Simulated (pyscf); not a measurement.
Optimised with ωB97X-D3(BJ)/def2-SVP in PySCF.

### Question
How much does it cost (ΔH, 298 K, ωB97M-D3(BJ)/def2-TZVP) to split `[OH][Mo]([OH])([Cl])([Cl])([Cl])[Cl]` at its Mo–O bond into OH• + [HO–Mo(Cl)(Cl)(Cl)–Cl]•?

### Answer
Mo–O to OH• + [HO–Mo(Cl)(Cl)(Cl)–Cl]•: 43.3 kcal/mol. The 7 functionals that were run give +40.3 (M06-2X) to +62.8 kcal/mol (PBE). The radicals are drawn with the spin at the cut bond; how far it spreads was not checked. Other isomers of [HO–Mo(Cl)(Cl)(Cl)–Cl]• were not searched in full and may lie lower. Left out: the spin-orbit lowering of OH. Open-shell species with a d-block atom are single-reference here; other states, and whether the spin sits on metal or ligand, were not checked. Elements past Kr carry the def2 core potentials, without spin-orbit coupling.
